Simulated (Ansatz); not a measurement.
## Anatase TiO₂ (metastable phase)

The numbers are results of r²SCAN-D4 in Ansatz (PAW), not measurements.

Run with plane-wave cutoff 560 eV, 12×12×12 k mesh, Fermi–Dirac smearing 0.01 eV, no spin polarisation, scalar-relativistic PAW data made under PBE.

Cell (relaxed at this level):

```
TiO2
1.0
   -1.88568     1.88568     4.77628
    1.88568    -1.88568     4.77628
    1.88568     1.88568    -4.77628
Ti O
2 4
Direct
  0.75000   0.25000   0.50000
  0.00000   0.00000   0.00000
  0.54243   0.04243   0.50000
  0.79243   0.79243   0.00000
  0.20757   0.20757   0.00000
  0.95757   0.45757   0.50000
```

```
Item                                                     Result
-------------------------------------------  ------------------
bulk modulus                                            191 GPa
band gap                                     2.54 eV (indirect)
smallest direct gap on the k points sampled             2.88 eV
direct gap at Γ                                         3.02 eV
pressure derivative B′ of the bulk modulus                  2.5
```

Note: the bulk modulus comes from volumes at which shape and atoms were relaxed.

Static lattice: no zero-point or thermal effects.

Cost on a shared machine: about 21 core-minutes (a rough figure).

Ansatz is an electronic-structure program.
